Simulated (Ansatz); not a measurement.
## Ansatz (development build ahead of 0.2.0) run

```yaml
crystal:
  periodic: [false, false, false]
  atoms:
    - { symbol: Li, position_ang: [0.0, 0.0, 0.0] }
    - { symbol: Al, position_ang: [0.90873, 1.21164, 2.62328] }
basis:
  gaussian: { orbitals: "6-31G" }
hamiltonian:
  xc: hf
correlation:
  method: fci
  frozen_orbitals: { Al: 5, Li: 0 }
```

The input is written out in the form of the current development build from the run's settings.

Results

```json
{"Converged": "yes", "Total energy": "-249.34405 hartree", "State": "lowest singlet root, of any spatial symmetry"}
```
